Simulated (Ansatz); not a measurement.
# C4H6F2: small, medium and large basis sets

An exercise on one series of results from a longer session: the logs are not shown, and one member is left open.

Computed with Ansatz 0.2.0, Gaussian basis. Level: one geometry, several basis sets.

The runs, in order: PBE0-D4/def2-SVP; ωB97M-V/def2-SVP; PBE0-D4/def2-QZVPP; ωB97M-V/def2-QZVPP; the functionals' def2-TZVPP values are taken from earlier runs.

**The geometry**

All runs share one geometry, relaxed beforehand with PBE0-D4 in a triple-zeta def2 set.

SMILES `F[C@H]1C[C@H](F)C1`, 12 atoms, charge 0, spin multiplicity 1.

Atoms are counted from 1 here; the program's logs count them from 0.

Bond lengths: F1–C2 1.385 Å, C2–C3 1.533 Å, C2–C6 1.533 Å, C2–H7 1.091 Å, C3–C4 1.531 Å, C3–H8 1.089 Å, C3–H9 1.092 Å, C4–F5 1.374 Å, C4–C6 1.531 Å, C4–H10 1.092 Å, C6–H11 1.089 Å, C6–H12 1.092 Å. Angles: F1–C2–C3 110.9°, F1–C2–C6 110.9°, F1–C2–H7 107.4°, C3–C2–C6 89.1°, C3–C2–H7 118.9°, C6–C2–H7 118.9°, C2–C3–C4 87.8°, C2–C3–H8 117.1°, C2–C3–H9 110.9°, C4–C3–H8 119.1°, C4–C3–H9 110.1°, H8–C3–H9 110.1°, C3–C4–F5 116.2°, C3–C4–C6 89.2°, C3–C4–H10 113.4°, F5–C4–C6 116.2°, F5–C4–H10 107.8°, C6–C4–H10 113.4° and more.

Geometry (Å):

| atom | x (Å) | y (Å) | z (Å) |
| --- | --- | --- | --- |
| F1 | 1.8178 | -0.8652 | -0.4834 |
| C2 | 0.6012 | -0.8894 | 0.1774 |
| C3 | 0.3636 | 0.4235 | 0.9316 |
| C4 | -0.3925 | 0.9262 | -0.3016 |
| F5 | -1.5588 | 1.6115 | -0.0613 |
| C6 | -0.5437 | -0.5229 | -0.7733 |
| H7 | 0.5479 | -1.8294 | 0.7276 |
| H8 | 1.2442 | 0.9677 | 1.2709 |
| H9 | -0.3289 | 0.2757 | 1.7625 |
| H10 | 0.2218 | 1.5361 | -0.9671 |
| H11 | -0.4055 | -0.7531 | -1.8291 |
| H12 | -1.4905 | -0.9361 | -0.4204 |

The first run:

Input file in.yaml:

```yaml
crystal:
  periodic: [false, false, false]
  atoms:
    - {symbol: F, position_ang: [1.817840, -0.865207, -0.483449]}
    - {symbol: C, position_ang: [0.601243, -0.889408, 0.177424]}
    - {symbol: C, position_ang: [0.363610, 0.423502, 0.931641]}
    - {symbol: C, position_ang: [-0.392455, 0.926165, -0.301586]}
    - {symbol: F, position_ang: [-1.558797, 1.611531, -0.061341]}
    - {symbol: C, position_ang: [-0.543697, -0.522899, -0.773275]}
    - {symbol: H, position_ang: [0.547915, -1.829443, 0.727617]}
    - {symbol: H, position_ang: [1.244248, 0.967689, 1.270910]}
    - {symbol: H, position_ang: [-0.328860, 0.275690, 1.762545]}
    - {symbol: H, position_ang: [0.221765, 1.536145, -0.967056]}
    - {symbol: H, position_ang: [-0.405462, -0.753108, -1.829050]}
    - {symbol: H, position_ang: [-1.490549, -0.936056, -0.420378]}
basis:
  gaussian: {orbitals: def2-SVP}
hamiltonian: {xc: pbe0, dispersion: d4}
output: {orbitals: {seedname: orbitals}}
```

Launch:

```
ansatz run in.yaml --threads 4 --pin off --events-out ev --progress --plain --max-ram 10444MiB
```

Steps of the session up to this table: PBE0-D4 in def2-SVP; ωB97M-V in def2-SVP; PBE0-D4 in def2-QZVPP; ωB97M-V in def2-QZVPP.

One of the session's tables, all rows but one given; the rest of the session is left out.

It belongs to the step «Functionals by basis». 

```
functional       basis  HOMO (eV)  LUMO (eV)
   PBE0-D4    def2-SVP      -8.68       1.48
   PBE0-D4  def2-TZVPP      -8.76       1.09
   PBE0-D4  def2-QZVPP      -8.80       0.66
   ωB97M-V    def2-SVP          ?          ?
   ωB97M-V  def2-TZVPP     -11.13       2.70
   ωB97M-V  def2-QZVPP     -11.17       1.88
```

**Question.** Estimate the row for ωB97M-V, def2-SVP.

As computed: HOMO (eV): -11.04; LUMO (eV): 3.31. In the column «HOMO (eV)» it lies between ωB97M-V, def2-TZVPP (-11.13) and PBE0-D4, def2-QZVPP (-8.80).
